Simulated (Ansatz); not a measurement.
Coupled-cluster run, `FC1NCO1`.

```yaml
crystal:
  periodic: [false, false, false]
  atoms:
    - {symbol: F, position_ang: [-0.543037, 2.045905, -0.179691]}
    - {symbol: C, position_ang: [0.000713, 0.839775, -0.485327]}
    - {symbol: N, position_ang: [0.598726, 0.174076, 0.635124]}
    - {symbol: C, position_ang: [-0.325266, -0.924599, 0.359813]}
    - {symbol: O, position_ang: [-0.982020, -0.144025, -0.642642]}
    - {symbol: H, position_ang: [0.616068, 1.003688, -1.379062]}
    - {symbol: H, position_ang: [1.583928, -0.030440, 0.547511]}
    - {symbol: H, position_ang: [0.131419, -1.827686, -0.060191]}
    - {symbol: H, position_ang: [-0.992230, -1.183094, 1.187464]}
basis:
  gaussian: {orbitals: def2-SVP}
correlation: {method: ccsd_t}
```

```sh
$ ansatz run in.yaml --threads 2 --pin off --events-out ev --progress --plain --max-ram 4352MiB
```

Log, shortened:

```
Functional definition: HF
897 factors; integrals over basis functions are off by at most 1.4e-3 eV
mean field evaluation 1: about -8337.8806 eV, gradient 3.8e1 eV
mean field evaluation 2: about -8338.0289 eV, gradient 3.8e1 eV
mean field evaluation 4: about -8341.1158 eV, gradient 3.4e0 eV
mean field evaluation 8: about -8341.1577 eV, gradient 2.7e-1 eV
mean field -8341.15795780 eV, -306.5319011091 hartree, gradient 2.9e-6 eV, S^2 0.000000; 0 other end points of the search recorded, 0 dependent functions left out
5 core orbitals not correlated: weight in the atoms' cores, before any rotation towards them, 1.000 or more for the frozen orbitals, at most 0.000 for the correlated occupied ones
reference -8341.15795780 eV, -306.5319011091 hartree; 15, 15 occupied and 70, 70 virtual orbitals, 897 factors
second order -21.61851404 eV of doubles, -0.00000000 eV of singles
cycle   1  -21.89664224 eV  change   -2.8e-1 eV  update   9.6e-2
cycle   2  -22.39610300 eV  change   -5.0e-1 eV  update   2.7e-2
cycle   3  -22.51955613 eV  change   -1.2e-1 eV  update   1.4e-2
cycle   4  -22.51421029 eV  change    5.3e-3 eV  update   3.1e-3
cycle   5  -22.51360864 eV  change    6.0e-4 eV  update   1.5e-3
cycle   6  -22.51429875 eV  change   -6.9e-4 eV  update   4.7e-4
cycle   7  -22.51401268 eV  change    2.9e-4 eV  update   1.6e-4
cycle   8  -22.51388053 eV  change    1.3e-4 eV  update   5.1e-5
cycle   9  -22.51389231 eV  change   -1.2e-5 eV  update   1.8e-5
perturbative correction -0.59618034 eV, -0.0219092233 hartree
Total energy: -8364.26803045 eV, -307.3811806144 hartree
```

Run time 7 s (2 threads of an Arm Neoverse V1 on a shared host); peak host memory 0.36 GiB.

MP2 recovers 93.5 % of the CCSD(T) correlation energy and the triples give 2.6 %; T1 = 0.0113.
